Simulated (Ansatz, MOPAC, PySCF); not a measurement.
Species: N2, net charge 0, singlet state. SMILES: N#N
Structure (B3LYP-D3(BJ)/def2-TZVP (Ansatz, an electronic-structure program) minimum search):
```
N
N 1 1.0909
```

Property: enthalpy of formation at 298 K, in kcal/mol. Conventions: 6-31G* and kin with 6d, 5d where marked; PM7 with its own dispersion and hydrogen-bond terms; 6-311+G** with 5d; non-relativistic; open shells spin-unrestricted; spin-orbit terms left out; frozen cores in correlated levels. CBS(X,Y): correlation extrapolated as X^-3; Hartree-Fock from the larger set (for Q and 5 zeta extrapolated as (X+1)exp(-9√X)). Ab initio and DFT rows: single points at B3LYP-D3(BJ) geometries (Ansatz), with unscaled harmonic terms from B3LYP/6-31G* at its own minima, enthalpies of formation by atomisation with measured atoms. Semi-empirical rows: MOPAC heats of formation at their own minima for 298 K.

Measured values: Active Thermochemical Tables 1.112 (ions: stationary electron), as tabulated in the package chemicals; they hold spin-orbit and core effects, anharmonicity. 

Value to compare with, the measured value: 0.0 kcal/mol.

```csv
level,program,enthalpy of formation at 298 K (kcal/mol),error
AM1,MOPAC,11.1,11.1
PM7,MOPAC,33.0,33.0
B3LYP/6-31G*,Ansatz,6.1,6.1
B3LYP/6-31+G*,Ansatz,6.7,6.7
B3LYP/def2-SVP,Ansatz,0.5,0.5
B3LYP/6-311+G**,Ansatz,3.8,3.8
B3PW91/6-31G* (5d),PySCF,9.8,9.8
M06-2X/def2-TZVPD,PySCF,1.4,1.4
"CCSD(T)/CBS(cc-pVQZ,cc-pV5Z)",Ansatz,1.6,1.6
```

Among the 7 habitual levels, PM7 lies farthest from the measured value (33.0 kcal/mol) and B3LYP/def2-SVP nearest (0.5); 7 of 7 lie above it, and their mean absolute error is 10.1 kcal/mol, the median 6.7. One case shows no general order.

The levels are drawn from those run, B3LYP/6-31G* more often than the rest, none by its result; runs whose electronic state is in doubt are left out.
